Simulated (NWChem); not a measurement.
# Total energies of H$_{2}$Si

```xyz
3

Si     0.0000     0.0000     0.1341
H      1.0961     0.0000    -0.9390
H     -1.0961     0.0000    -0.9390
```
Charge 0, spin multiplicity 1.

All runs are NWChem calculations. Structure: optimised with PBE0/def2-SVP, a minimum by its harmonic frequencies.

Basis set: 3-21G (17 functions).

```json
[
 {"method": "RHF", "total energy (Ha)": "-288.48411"},
 {"method": "MP2", "total energy (Ha)": "-288.52886"},
 {"method": "B2PLYP", "total energy (Ha)": "-288.92184"},
 {"method": "PBE", "total energy (Ha)": "-288.90336"},
 {"method": "B3LYP", "total energy (Ha)": "-289.08792"},
 {"method": "BLYP", "total energy (Ha)": "-289.05688"},
 {"method": "CCSD(T)", "total energy (Ha)": "-288.54933"}
]
```

Total energies of different functionals aren't comparable as a measure of quality: only differences taken within one method are. 

The correlated methods keep 5 core orbitals frozen. B3LYP has NWChem's definition, with VWN1-RPA local correlation. The structure started from a generated list of species. Coupled-cluster values serve here as a point of comparison, not as the truth.
